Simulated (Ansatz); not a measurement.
A nudged elastic band was laid between two geometries of C₃H₆N₂ (11 atoms, charge 0, multiplicity 1).

Theory: Ansatz, RKS PBE0-D4/def2-mTZVP.

```json
{
  "movable images": "7",
  "climbing image": "yes",
  "spring": "5.0 eV/Å²",
  "optimiser": "quadratic models (default)",
  "start path": "through a guess of the saddle point",
  "force threshold": "0.03 eV/Å",
  "iteration limit": "60",
  "end points": "relaxed"
}
```

Initial state:

```xyz
11
Properties=species:S:1:pos:R:3
N -0.910 1.824 -0.885
C -0.864 0.582 -0.647
C 0.438 -0.157 -0.598
C 0.757 -0.552 0.811
N 0.720 -1.762 1.182
H -1.874 2.162 -0.866
H -1.754 -0.027 -0.442
H 0.380 -1.065 -1.203
H 1.218 0.501 -0.990
H 1.000 0.280 1.485
H 0.953 -1.843 2.174
```

Final state:

```xyz
11
Properties=species:S:1:pos:R:3
N -0.675 1.651 -0.501
C -0.824 0.338 -0.864
C -0.264 -0.753 -0.307
C 0.690 -0.752 0.772
N 1.171 -1.837 1.246
H -0.878 2.339 -1.209
H -1.534 0.196 -1.673
H -0.550 -1.726 -0.690
H 0.116 1.896 0.074
H 0.985 0.230 1.173
H 1.829 -1.638 2.000
```

(1) Which bonds break or form, and what moves?

(2) What energy profile does the band end with?

(3) What is the geometry of the highest image?

Results:

(1) Bonds broken: C3–H9. Bonds formed: N1–H9.

(2) The forces met the threshold. The highest image is number 4 of 0 to 8, 60.1 kcal/mol above the first end and 64.5 kcal/mol above the last; the last end lies 4.4 kcal/mol below the first. Neighbouring images differ by up to 1.8 eV, so the band resolves the path poorly. A vibrational analysis at the climbing image gives one clearly imaginary mode, 1947i cm⁻¹: a first-order saddle point. The orbitals stay closed-shell, which can raise the energy where a bond breaks towards radicals; this wasn't checked here.

| image | path coordinate (Å) | energy (kcal/mol) | C3–H9 (Å) | N1–H9 (Å) |
| --- | --- | --- | --- | --- |
| 0 | 0.00 | 0.0 | 1.09 | 2.51 |
| 1 | 0.61 | 0.4 | 1.09 | 2.51 |
| 2 | 1.21 | 2.1 | 1.09 | 2.41 |
| 3 | 1.82 | 18.8 | 1.14 | 1.87 |
| 4 | 2.43 | 60.1 | 1.55 | 1.30 |
| 5 | 3.08 | 21.2 | 2.18 | 1.02 |
| 6 | 3.74 | 3.1 | 2.56 | 1.00 |
| 7 | 4.40 | -3.0 | 2.69 | 1.01 |
| 8 | 5.06 | -4.4 | 2.70 | 1.01 |

(3) 
```xyz
11
Properties=species:S:1:pos:R:3
N -0.501 1.596 -0.803
C -0.970 0.387 -0.810
C 0.135 -0.504 -0.575
C 0.583 -0.647 0.806
N 1.262 -1.650 1.203
H -1.115 2.404 -0.648
H -2.025 0.155 -0.964
H 0.231 -1.418 -1.157
H 0.631 0.965 -0.686
H 0.319 0.194 1.468
H 1.517 -1.539 2.184
```

The run took 4.6 min on 2 threads of Arm Neoverse V2 (shared host), peak memory 0.22 GiB.
